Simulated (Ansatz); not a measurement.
**AlC2 (doublet): wave-function methods side by side, def2-QZVPP**

One table from this session's results is given with a row withheld; the runs are named, their logs left out.

Program: Ansatz 0.2.0, Gaussian basis. Level of theory: def2-QZVPP, core rule «outside noble gas», up to 7 orbitals frozen. These are calculated values, not measurements.

To be run: UHF; ROHF; CCSD(T) on UHF.

7 further runs of the same task are left out: 1 that didn't finish, 6 set aside as unsound or not needed. Runs told in other sessions of the task aren't counted.

### The system

The geometry is a PBE0/def2-TZVP stationary point (not a proven minimum).

3 atoms, charge 0, spin multiplicity 2.

Atoms are counted from 1 here; the program's logs count them from 0.

Bond lengths: C1–Al2 1.920 Å, Al2–C3 1.920 Å. Angles: C1–Al2–C3 180.0°.

The first run:

File in.yaml:

```yaml
crystal:
  periodic: [false, false, false]
  atoms:
    - {symbol: C, position_ang: [0.000000, 0.000000, 1.920050]}
    - {symbol: Al, position_ang: [0.000000, 0.000000, 0.000000]}
    - {symbol: C, position_ang: [0.000000, 0.000000, -1.920050]}
basis:
  gaussian: {orbitals: "def2-QZVPP.json"}
magnetization: {spin_polarized: true, initial_magnetization: 1}
hamiltonian: {xc: hf}
output: {orbitals: {seedname: orbitals}}
```

Launch:

```
$ ansatz run in.yaml --threads 1 --pin off --events-out ev --progress --plain --max-ram 2393MiB
```

Steps of the session up to this table: UHF; ROHF; CCSD(T) on UHF.

One table of the session follows, with a row left open; its other results are not shown here.

| method | from UCCSD(T) (meV) |
| --- | --- |
| ROHF | +11723.8 |
| UHF | ? |
| UMP2 | +1584.9 |
| UCCSD | +501.3 |
| UCCSD(T) | 0 |

Estimate the missing values for UHF.

The run gave: from UCCSD(T) (meV): +8307.9. In the column «from UCCSD(T) (meV)» it lies between UMP2 (+1584.9) and ROHF (+11723.8).

Caveats from the session: The determinant of HF (⟨S²⟩ 2.89) is far from a pure spin state, so its energy mixes those of several spin states; that is harmless only where they are near-degenerate. The determinant of CCSD(T) (⟨S²⟩ 2.89) is far from a pure spin state, so its energy mixes those of several spin states; high orders of coupled cluster remove much of that, low ones don't.
